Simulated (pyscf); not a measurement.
# Routes from H₂As–InH₂ + H₂

Candidate steps break at most two bonds and form at most two. Each was searched with GFN2-xTB (tblite) first. PySCF, gas phase, ωB97X-D3(BJ)/def2-SVP geometries. Energies: ωB97M-D3(BJ)/def2-TZVP, kJ/mol, from the separated reactants, singlet surface; ΔG‡ with ideal gas, 1 atm, RRHO with modes under 100 cm⁻¹ raised to 100, one conformer, R ln 2 for chiral ones without a mode under 150 cm⁻¹.

| products | type | ΔE‡ | ΔE | ΔG‡ 298 K | ΔG‡ 900 K | ν‡ (cm⁻¹) |
|---|---|---|---|---|---|---|
| H₂As–InH₂ + H₂ | four-centre exchange | 138.9 | 0.0 | 175.2 | 251.1 | 1674i |
| AsH₃ + InH₃ | four-centre exchange | 146.6 | +47.0 | 181.8 | 257.3 | 1420i |

Row 2: On the product side the descent ends in a complex (not fully relaxed), 26.1 kJ/mol under the separated species and 104.8 kJ/mol under the saddle at ωB97X-D3(BJ)/def2-TZVP. 

Plain bond fissions and candidates not yet searched are not listed, and one of them may be faster. Each barrier is that of the saddle found; lower ones may exist. Elements up to Kr have no core potential and no relativistic terms here. Elements past Kr carry the def2 core potentials, without spin-orbit coupling.
